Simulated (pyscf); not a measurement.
Thermochemistry of product channels of `[CH3][SiH]([Cl])[Cl]` + `[H]` [doublet] on the doublet surface, in eV, from ωB97M-D3(BJ)/def2-TZVP energies (ideal gas, 1 atm, RRHO with modes under 100 cm⁻¹ raised to 100, one conformer, R ln 2 for chiral ones without a mode under 150 cm⁻¹). Optimised with ωB97X-D3(BJ)/def2-SVP in PySCF.

```csv
products,ΔE,ΔH(298 K),ΔG(600 K),ΔG(900 K)
`[CH3][Si]([Cl])[Cl]` [doublet] + `[H][H]`,-0.46,-0.42,-0.56,-0.62
`[CH4]` + `[Cl][SiH][Cl]` [doublet],-0.63,-0.46,-0.68,-0.74
```

These are energies of the channels, which say nothing of barriers.
